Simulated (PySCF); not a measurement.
# SiF₂: relaxation and vibrations of the singlet

Where does singlet SiF₂ go from a linear start, is the end point a minimum, and what are its modes, charges and moments?

Program: PySCF 2.14.0. Level of theory: PBE, basis Si def2-TZVP, F def2-TZVP, no relativity, density fitting. These are calculated values, not measurements.

## 1. The system as given

3 atoms, charge 0, spin multiplicity 1.

Bond lengths: Si1–F2 1.800 Å, Si1–F3 1.800 Å. Angles: F2–Si1–F3 180.0°.

Z-matrix (Å, degrees; charge 0 multiplicity 1):
```
Si
F  1 1.8000
F  1 1.8000 2 180.00
```

## 2. The SCF at the typed geometry

One driver script runs all steps and calls PySCF; scf.py shows how it sets up the SCF of each step. The optimiser is the driver's own. After this first run the driver tries any further starts and a stability analysis.

Input file scf.py:

```python
from pyscf import gto, scf, dft
mol = gto.M(atom='''
Si     0.000000     0.000000     0.000000
F      0.000000     0.000000     1.800000
F      0.000000     0.000000    -1.800000''',
    basis={'Si': 'def2-TZVP', 'F': 'def2-TZVP'},
    charge=0, spin=0)
mf = dft.RKS(mol, xc='PBE')
mf.grids.atom_grid = (50, 194)
aux = {'Si': 'def2-universal-JKFIT', 'F': 'def2-universal-JKFIT'}
mf = mf.density_fit(auxbasis=aux)
mf.conv_tol = 1e-08
mf.diis_space = 10
mf.max_cycle = 60
mf.init_guess = 'minao'
mf.verbose = 4
mf.kernel()
```

On the command line:

```sh
$ OMP_NUM_THREADS=2 python axn.py task.json out
```

Log:

```text
init E= -488.907170588344
  HOMO = -0.259594021707677  LUMO = -0.113659010559058  gap/eV = 3.97109
cycle= 1 E= -488.794913249967  delta_E= 0.112  |g|= 0.973  |ddm|= 1.41
  HOMO = -0.14039461907271  LUMO = -0.0880295880244662  gap/eV = 1.42493
cycle= 2 E= -485.855751260633  delta_E= 2.94  |g|=  3.9  |ddm|= 2.28
  HOMO = -0.244923286435395  LUMO = -0.127778264369237  gap/eV = 3.18768
cycle= 3 E= -488.968240519255  delta_E= -3.11  |g|= 0.0746  |ddm|= 1.91
  HOMO = -0.255855416495656  LUMO = -0.14558616905157  gap/eV = 3.00058
cycle= 4 E= -488.969354649562  delta_E= -0.00111  |g|= 0.0704  |ddm|= 0.208
  HOMO = -0.252162565674688  LUMO = -0.140230541284948  gap/eV = 3.04583
cycle= 5 E= -488.970446814426  delta_E= -0.00109  |g|= 0.0155  |ddm|= 0.0608
  HOMO = -0.253033566536125  LUMO = -0.14062965740153  gap/eV = 3.05867
cycle= 6 E= -488.970487106257  delta_E= -4.03e-05  |g|= 0.00379  |ddm|= 0.00692
  HOMO = -0.253004162180304  LUMO = -0.140482436740855  gap/eV = 3.06187
cycle= 7 E= -488.970489717401  delta_E= -2.61e-06  |g|= 0.000507  |ddm|= 0.00208
  HOMO = -0.253011386193386  LUMO = -0.140475546411899  gap/eV = 3.06226
cycle= 8 E= -488.970489757083  delta_E= -3.97e-08  |g|= 2.8e-05  |ddm|= 0.00021
  HOMO = -0.253007486151809  LUMO = -0.140471233351621  gap/eV = 3.06227
cycle= 9 E= -488.970489757181  delta_E= -9.81e-11  |g|= 3.25e-06  |ddm|= 3.95e-05
  HOMO = -0.253008778889921  LUMO = -0.140472540805464  gap/eV = 3.06227
Extra cycle  E= -488.970489757183  delta_E= -1.36e-12  |g|= 2.4e-06  |ddm|= 1.23e-05
converged SCF energy = -488.970489757183
```

This step, with its further starts and checks, needed 10 s of wall time on 2 threads of Arm Neoverse V1, shared host.

Energies from each starting density:

| start | energy (Eh) |
| --- | --- |
| the minimal-basis guess | -488.970490 |
| a thermally smeared density | -488.970490 |
| a smeared PBE density | -488.970490 |

No lower closed-shell solution turned up from the other starts or in the test of internal stability.

## 3. Linear start, singlet: relaxation

The program finds D∞h symmetry in the start, which this walk keeps. The walk stops when the largest gradient is under 0.0003 Eh/bohr and the energy has settled too.

scf.py, as its differences from that of step 2:

```diff
@@ -15 +14,0 @@
-mf.init_guess = 'minao'
```

The optimiser's trace:

| step | energy (Eh) | change (kJ/mol) | largest symmetric gradient (Eh/bohr) |
| --- | --- | --- | --- |
| 0 | -488.970490 | 0.00 | 0.04161 |
| 1 | -488.982326 | -31.08 | 0.01120 |
| 2 | -488.982840 | -32.43 | 0.00521 |
| 3 | -488.982956 | -32.73 | 0.00042 |
| 4 | -488.982957 | -32.73 | 0.00002 |

The walk took 5.5 s.

After 4 steps and 32.7 kJ/mol it ends at D∞h: Si–F 1.659 Å (×2); F–Si–F 180.0°.

## 4. Is it a minimum? Harmonic modes

The point is checked on the finer grid, and tightened if its gradient asks for it. The Hessian and the dipole derivatives come from central differences of analytic gradients, with steps of 0.02 bohr.

scf.py, as its differences from that of step 3:

```diff
@@ -3,3 +3,3 @@
-Si     0.000000     0.000000     0.000000
-F      0.000000     0.000000     1.800000
-F      0.000000     0.000000    -1.800000''',
+Si    -0.000000     0.000000    -0.000000
+F      0.000000     0.000000     1.658942
+F     -0.000000    -0.000000    -1.658942''',
@@ -9 +9 @@
-mf.grids.atom_grid = (50, 194)
+mf.grids.atom_grid = (75, 302)
@@ -12 +12 @@
-mf.conv_tol = 1e-08
+mf.conv_tol = 1e-10
```

This SCF starts from the last density.

SCF at the final geometry:

```text
init E= -488.982885424141
  HOMO = -0.231648663401756  LUMO = -0.117214560096892  gap/eV = 3.11391
cycle= 1 E= -488.98288542403  delta_E= 1.11e-10  |g|= 2.78e-05  |ddm|= 1.76e-05
  HOMO = -0.231648952566978  LUMO = -0.117214613695049  gap/eV = 3.11392
cycle= 2 E= -488.982885423177  delta_E= 8.52e-10  |g|= 7.74e-05  |ddm|= 4.89e-05
  HOMO = -0.231648771402774  LUMO = -0.117214591624175  gap/eV = 3.11391
cycle= 3 E= -488.982885424155  delta_E= -9.78e-10  |g|= 5.26e-07  |ddm|= 3.6e-05
  HOMO = -0.231648757431344  LUMO = -0.117214587410395  gap/eV = 3.11391
cycle= 4 E= -488.982885424158  delta_E= -2.27e-12  |g|= 2.81e-08  |ddm|= 2.44e-07
  HOMO = -0.231648752776785  LUMO = -0.117214581980203  gap/eV = 3.11391
Extra cycle  E= -488.982885424157  delta_E= 2.27e-13  |g|= 5.55e-08  |ddm|= 7.38e-08
converged SCF energy = -488.982885424157
```

The whole step took 20 s.

Geometry: D∞h; Si–F 1.659 Å (×2); F–Si–F 180.0°.

Modes, for the most abundant isotopes:

```csv
symmetry,ω (cm⁻¹),IR (km/mol),μ (u),type
πu,299i,3.9,23.31,bend
σg+,555,0.0,19.00,stretch
σu+,802,373,23.31,stretch
```

2 modes are imaginary, the largest at 299i cm⁻¹: a saddle point, not a minimum.

Constants and moments:

- Dipole moment: 0.00 D
- Highest occupied level: -6.30 eV
- Lowest empty level: -3.19 eV
- Rotational constants: 0.1612 cm⁻¹
- Zero-point energy (real modes): 8.1 kJ/mol
- Principal polarisabilities: 31.0, 31.0, 33.3 bohr³
- Atomisation energy without zero-point energy: 1107 kJ/mol
- Principal traceless quadrupole moments about the centre of mass: -7.52, 3.76, 3.76 D Å

Charges (e) and bond orders:

| atom | Mulliken | Löwdin | polar tensor | Mayer order to Si1 |
| --- | --- | --- | --- | --- |
| Si1 | 0.40 | 0.13 | 0.71 | – |
| F2,3 | -0.20 | -0.06 | -0.35 | 1.12 |

Mulliken populations on Si1: s 6.13, p 6.93, d 0.46, f 0.08.

## 5. Downhill along the imaginary mode

The start is the last point, displaced along its most imaginary mode.

The program finds C2v symmetry in the start, which this walk keeps.

scf.py, as its differences from that of step 4:

```diff
@@ -3,3 +3,3 @@
-Si    -0.000000     0.000000    -0.000000
-F      0.000000     0.000000     1.658942
-F     -0.000000    -0.000000    -1.658942''',
+Si     0.118862    -0.016489    -0.000000
+F     -0.087518     0.012141     1.658942
+F     -0.087518     0.012141    -1.658942''',
@@ -9 +9 @@
-mf.grids.atom_grid = (75, 302)
+mf.grids.atom_grid = (50, 194)
@@ -12 +12 @@
-mf.conv_tol = 1e-10
+mf.conv_tol = 1e-08
```

The optimiser's trace:

| step | energy (Eh) | change (kJ/mol) | largest symmetric gradient (Eh/bohr) |
| --- | --- | --- | --- |
| 0 | -488.986709 | 0.00 | 0.01764 |
| 1 | -488.995976 | -24.33 | 0.02755 |
| 2 | -489.011581 | -65.30 | 0.03042 |
| 3 | -489.020044 | -87.52 | 0.05445 |
| 4 | -489.031711 | -118.15 | 0.03235 |
| 5 | -489.038989 | -137.26 | 0.02429 |
| 6 | -489.040411 | -141.00 | 0.00229 |
| 7 | -489.040422 | -141.02 | 0.00009 |
| 8 | -489.040422 | -141.02 | 0.00001 |

The walk took 12 s.

Geometry (Å) and forces (eV/Å) at some steps:

```
step 0
Si   0.119  -0.016   0.000   0.908  -0.123   0.000
F   -0.088   0.012   1.659  -0.454   0.061  -0.398
F   -0.088   0.012  -1.659  -0.454   0.061   0.398
step 1
Si   0.237  -0.033   0.000   1.418  -0.188   0.000
F   -0.147   0.020   1.623  -0.709   0.094  -0.612
F   -0.147   0.020  -1.623  -0.709   0.094   0.612
step 4
Si   0.597  -0.083   0.000  -0.863   0.057   0.000
F   -0.326   0.045   1.413   0.431  -0.029  -1.663
F   -0.326   0.045  -1.413   0.431  -0.029   1.663
step 8
Si   0.662  -0.092   0.000   0.002   0.007   0.000
F   -0.359   0.050   1.254  -0.001  -0.004   0.000
F   -0.359   0.050  -1.254  -0.001  -0.004   0.000
```

End point (C2v, 8 steps, 141.0 kJ/mol gained): Si–F 1.624 Å (×2); F–Si–F 101.1°.

## 6. Vibrations and properties at this point

As before: finer grid, then central differences.

scf.py, as its differences from that of step 5:

```diff
@@ -3,3 +3,3 @@
-Si     0.118862    -0.016489    -0.000000
-F     -0.087518     0.012141     1.658942
-F     -0.087518     0.012141    -1.658942''',
+Si     0.588476    -0.081636    -0.000000
+F     -0.433293     0.060109     1.253906
+F     -0.433293     0.060109    -1.253906''',
@@ -9 +9 @@
-mf.grids.atom_grid = (50, 194)
+mf.grids.atom_grid = (75, 302)
@@ -12 +12 @@
-mf.conv_tol = 1e-08
+mf.conv_tol = 1e-10
```

Log of the central SCF (cycles and frontier levels):

```text
init E= -489.040428639362
  HOMO = -0.263043237928912  LUMO = -0.11221638463649  gap/eV = 4.10421
cycle= 1 E= -489.040428639358  delta_E= 4.32e-12  |g|= 5.57e-06  |ddm|= 4.07e-06
  HOMO = -0.263043069767221  LUMO = -0.112216223058752  gap/eV = 4.10421
Extra cycle  E= -489.040428639333  delta_E= 2.48e-11  |g|= 1.36e-05  |ddm|= 8.29e-06
converged SCF energy = -489.040428639333
```

The whole step needed 20 s of wall time on 2 threads of Arm Neoverse V1, shared host.

Geometry: C2v; Si–F 1.624 Å (×2); F–Si–F 101.1°.

Harmonic modes (main isotopes):

| symmetry | ω (cm⁻¹) | IR (km/mol) | μ (u) |
| --- | --- | --- | --- |
| a1 | 315 | 13.9 | 20.30 |
| a1 | 807 | 114 | 21.61 |
| b2 | 824 | 158 | 22.18 |

No imaginary mode, so this is a minimum.

Properties at this point:

- Dipole moment: 1.11 D
- Highest occupied level: -7.16 eV
- Lowest empty level: -3.05 eV
- Rotational constants: 0.9832, 0.2822, 0.2193 cm⁻¹
- Zero-point energy: 11.6 kJ/mol
- Principal polarisabilities: 25.9, 26.9, 29.0 bohr³
- Atomisation energy without zero-point energy: 1258 kJ/mol
- Principal traceless quadrupole moments about the centre of mass: -3.15, -0.77, 3.92 D Å
- Entropy at 298.15 K and 1 bar: 258.0 J/(mol K)
- Heat capacity Cp at 298.15 K: 45.4 J/(mol K)
- Enthalpy at 298.15 K above 0 K: 11.36 kJ/mol
- Rotational symmetry number: 2

Populations by atom (charges in e):

| atom | Mulliken | Löwdin | polar tensor | Mayer order to Si1 |
| --- | --- | --- | --- | --- |
| Si1 | 0.49 | 0.02 | 1.03 | – |
| F2,3 | -0.24 | -0.01 | -0.52 | 1.14 |

Mulliken populations on Si1: s 5.89, p 7.15, d 0.38, f 0.09.

## 7. Stability of the closed shell

At the lowest minimum the closed shell is tested against spin polarisation, on the (50, 194) grid. It is stable.

## 8. The points found, side by side

| spin | group | bonds | imaginary modes (cm⁻¹) | ΔE (kJ/mol) | with zero-point energy |
| --- | --- | --- | --- | --- | --- |
| singlet | C2v | Si–F 1.624 Å (×2) | none | 0.0 | 0.0 |
| singlet | D∞h | Si–F 1.659 Å (×2) | 299i, 299i | 151.1 | – |

## 9. Summary of results

| quantity | value |
| --- | --- |
| minimum | singlet, C2v |
| geometry | Si–F 1.624 Å (×2); F–Si–F 101.1° |
| wavenumbers (cm⁻¹) | 315 (a1), 807 (a1), 824 (b2) |
| dipole moment | 1.11 D |
| highest occupied, lowest empty level | -7.16, -3.05 eV |
| polar-tensor charge of Si1 | +1.03 e |
| zero-point energy | 11.6 kJ/mol |
| entropy at 298.15 K | 258.0 J/(mol K) |
| atomisation energy (no zero-point energy) | 1258 kJ/mol |

What this shows: From D∞h at the start the molecule goes to a C2v minimum, after a stop at a second-order saddle point 151.1 kJ/mol higher, from which it was pushed off along an imaginary mode. In the infrared the band at 824 cm⁻¹ (b2, stretch) leads. Other starts or spin states, not run here, may lie lower.

The search up to here took 69 s.
